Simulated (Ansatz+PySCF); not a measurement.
Results of a calculation; reference values are marked as such.
Input for PySCF 2.14.0:

```python
from pyscf import gto, scf, cc

mol = gto.M(atom="""
F 0.000000 0.000000 0.000000
H 0.875230 0.000000 0.734400
H -0.875230 0.000000 0.734400
""", basis='6-31g', charge=0, spin=3)
mf = scf.UHF(mol)
mf.kernel()
mycc = cc.CCSD(mf, frozen=1).run()
et = mycc.ccsd_t()
print(mf.e_tot, mycc.e_corr, et, mycc.e_tot + et)
```

The script is written out from the run's settings.

Output:

```yaml
Converged: yes
Reference_energy: -100.11264 hartree
CCSD_correlation_energy: -0.09219 hartree
Triples_correction: -0.00075 hartree
Total_energy: -100.20557 hartree
Spin_squared_of_the_determinant: 3.754
```
